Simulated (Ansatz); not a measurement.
Density of states of V$_{2}$O$_{5}$ (C2/m, a = 15.448 Å, b = 3.565 Å, c = 10.153 Å, α = 90.00°, β = 110.52°, γ = 90.00°), in states per eV and primitive cell, averaged over bins of 0.5 eV. The calculation used DFT r2SCAN, scalar-relativistic, plane waves, PAW (Ansatz 0.2.0).

Plane waves to 500 eV, a k mesh through Γ of 8×8×4 on the computed 21-atom cell and Gaussian smearing (0.02 eV); no spin polarisation.

The cell is relaxed at this level. The states (both spins) are summed by tetrahedra on a 12×12×6 mesh at the self-consistent density. Energies are bin centres; the table starts no lower than −8 eV and ends at 6 eV, or lower where the solved bands end.

The gap is 1.77 eV at this level, with the zero inside it.

```csv
E − E_F (eV),total,O 2p,V 3d,O 2s,V 4s
-6.00,10.41,7.43,2.55,0.03,0.29
-5.50,17.79,12.22,5.07,0.09,0.22
-5.00,15.16,10.42,4.36,0.12,0.11
-4.50,15.06,10.71,3.91,0.16,0.09
-4.00,13.44,9.48,3.58,0.16,0.06
-3.50,20.81,14.94,5.03,0.48,0.07
-3.00,23.59,18.07,4.65,0.43,0.09
-2.50,23.55,19.42,3.43,0.23,0.11
-2.00,16.85,15.08,1.34,0.12,0.05
-1.50,17.79,16.79,0.68,0.09,0.05
-1.00,5.55,5.39,0.11,0.01,0.00
-0.50,0.00,0.00,0.00,0.00,0.00
0.00,0.00,0.00,0.00,0.00,0.00
0.50,0.00,0.00,0.00,0.00,0.00
1.00,1.40,0.12,1.27,0.00,0.00
1.50,6.32,0.78,5.44,0.03,0.01
2.00,7.65,1.50,5.94,0.09,0.03
2.50,12.40,3.16,8.88,0.14,0.04
3.00,23.20,6.14,15.89,0.61,0.10
3.50,16.98,5.31,10.98,0.28,0.07
4.00,8.07,2.40,5.19,0.28,0.03
4.50,6.67,2.07,4.19,0.23,0.02
5.00,9.80,3.24,5.83,0.33,0.02
5.50,15.60,5.55,8.89,0.49,0.06
```

The columns after the total are the main Löwdin projections on the occupied valence shells of the potentials; 2 others are left out. The rest of the total lies in those, in shells that are empty in the free atom, which aren't projected, and between the atoms.

A ferromagnetic start lost its moments in a first run, so spin was left out; other magnetic orders weren't tried.

This form isn't the usual stable structure of the compound.

Cost: 1 run of about 18 core-minutes, on Oxide Virtual Turin-like Processor (Zen 5) (shared hosts).